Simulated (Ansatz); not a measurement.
C2H4S, SMILES `CC=S`. The species carries charge 0 and has multiplicity 1. The structure was optimised at the PBE0-D4/def2-TZVP level.

```xyz
7

C    -0.659    0.137    0.040
C     0.780   -0.188   -0.113
S     1.927    0.030    0.993
H    -1.261   -0.765   -0.116
H    -0.963    0.843   -0.742
H    -0.876    0.560    1.020
H     1.051   -0.616   -1.082
```

(1) What is the dipole moment at r2SCAN/def2-TZVPP? (An estimate is asked.)

(2) And with PBE, B3LYP, ωB97M-V? (An estimate is asked.)

(3) Give the Mulliken charges with r2SCAN, ωB97M-V, B3LYP in def2-TZVPP. (An estimate is asked.)

## Answers

(1) Ansatz gave: 2.57 D, with components (-2.11, -0.18, -1.46) D in this frame, pointing from negative to positive charge.

(2) The calculation gave: PBE 2.40 D, B3LYP 2.44 D, ωB97M-V 2.41 D.

(3) Ansatz gave: 
| atom | r2SCAN | ωB97M-V | B3LYP |
| --- | --- | --- | --- |
| C1 | -0.06 | -0.22 | -0.17 |
| C2 | -0.01 | -0.08 | -0.04 |
| S3 | -0.19 | -0.15 | -0.19 |
| H4 | 0.06 | 0.11 | 0.09 |
| H5 | 0.06 | 0.11 | 0.09 |
| H6 | 0.06 | 0.10 | 0.09 |
| H7 | 0.08 | 0.13 | 0.12 |

B3LYP here is the variant with VWN-RPA as its local correlation; programs differ in this.
